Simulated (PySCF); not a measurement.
Method: r2SCAN-D4/def2-TZVP in PySCF. All species are isolated molecules in the gas phase. 

Reference species (SMILES): `C[SiH3]` (neutral, multiplicity 1).

```yaml
dipole_moment: 0.86 D
```

Changed species: `[SiH3]I` (X = iodo, parent; the reference has X = methyl, parent).

Problem. Give the shifts of the dipole moment.

Solution. the dipole moment goes up by 0.25 D, to 1.11 D.
